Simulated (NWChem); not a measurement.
Species: NO cation

```xyz
2

N      0.0000     0.0000    -0.5733
O      0.0000     0.0000     0.5031
```
Atoms are numbered in this order, from 1.

Computed with NWChem. Geometry optimised at PBE-D3(BJ)/def2-SVP; all other runs use it. Pople sets run with spherical d functions. Vzz has the sign of the potential's second derivative.

| quantity | level | value |
|---|---|---|
| vertical, lowest excitation, singlet (eV) | B3LYP/6-31+G*, full TDDFT | 9.64 |
| highest occupied level (eV) | TPSSh/def2-TZVP | (withheld) |
| first state with f > 0.002 (eV), O K edge, unshifted | PBE/cc-pVTZ, TDA | 513.2 |
| J(14N atom 1, 17O atom 2) (Hz) | B3LYP/6-31G** | 8.6 |
| anisotropy (bohr³), static | BHandHLYP/def2-SVPD | (withheld) |
| Vzz O2 (a.u.) | B3LYP/def2-TZVP | (withheld) |
| highest harmonic frequency (cm⁻¹) | PBE-D3(BJ)/def2-SVP | 2413 |

### Question
What belongs in the gaps?

### Answer

- highest occupied level (eV), value: -24.20
- anisotropy (bohr³), static, value: 3.4
- Vzz O2 (a.u.), value: -0.963
